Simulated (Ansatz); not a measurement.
**AlBeH (triplet): wave-function methods side by side, cc-pVDZ**

How much of the correlation energy of AlBeH (triplet) does each wave-function method recover here?

Method: cc-pVDZ, core rule «outside noble gas», up to 6 orbitals frozen; program: Ansatz 0.2.0, Gaussian basis.

To be run: UHF; CCSD(T) on ROHF; CCSD(T) on UHF; BCCD(T) on ROHF; CISD; CCSDT(Q) on ROHF; CCSDT(Q) on UHF; Full CI.

15 further runs of the same task are left out: 5 for a known fault of the program, 5 that didn't finish, 5 set aside as unsound or not needed.

## Step 1: The geometry

The geometry is a PBE0/def2-TZVP stationary point (not a proven minimum) of the parent state, kept for this charge and spin.

3 atoms, charge 0, spin multiplicity 3.

Atoms are counted from 1 here; the program's logs count them from 0.

Bond lengths: Al1–H3 1.893 Å, Be2–H3 1.588 Å. Angles: Al1–H3–Be2 83.2°.

## Step 2: UHF

Contents of in.yaml:

```yaml
crystal:
  periodic: [false, false, false]
  atoms:
    - {symbol: Al, position_ang: [0.000000, 0.004393, -0.604351]}
    - {symbol: Be, position_ang: [0.000000, -0.146981, 1.712516]}
    - {symbol: H, position_ang: [0.000000, 1.196574, 0.865926]}
basis:
  gaussian: {orbitals: cc-pVDZ}
magnetization: {spin_polarized: true, initial_magnetization: 2}
hamiltonian: {xc: hf}
output: {orbitals: {seedname: orbitals}}
```

Run with:

```console
> ansatz run in.yaml --threads 1 --pin off --events-out ev --progress --plain --max-ram 2393MiB
```

The runs that follow: CCSD(T) on ROHF; CCSD(T) on UHF; BCCD(T) on ROHF; CISD; CCSDT(Q) on ROHF; CCSDT(Q) on UHF; Full CI.

Before running them: what should the planned runs give, taken together? Wanted: FCI below the RHF energy; RMP2 from FCI; UMP2 from FCI; RCCSD from FCI; RCCSD(T) from FCI; UCCSD(T) from FCI; RCCSDT(Q) from FCI; UCCSDT(Q) from FCI; T1 diagnostic.

**Answer**, as computed:

| quantity | value |
| --- | --- |
| FCI below the RHF energy | -2.8863 eV |
| RMP2 from FCI | +910.7 meV |
| UMP2 from FCI | +962.8 meV |
| RCCSD from FCI | +179.9 meV |
| RCCSD(T) from FCI | +53.5 meV |
| UCCSD(T) from FCI | +54.9 meV |
| RCCSDT(Q) from FCI | +1.6 meV |
| UCCSDT(Q) from FCI | +0.8 meV |
| levels within 1 kcal/mol (43 meV) | RCCSDT, UCCSDT, RCCSDT(Q), UCCSDT(Q) |
| T1 diagnostic | 0.039 |
| effectively unpaired electrons | 2.12 |

What this shows: RCCSD(T) lands +53.5 meV from the yardstick (1.9 % of the correlation energy). One determinant dominates. Coupled cluster took another determinant than the lowest Hartree-Fock one. These misses are within one basis, not against nature; the frozen cores of restricted and unrestricted runs differ, which can shift their rows.
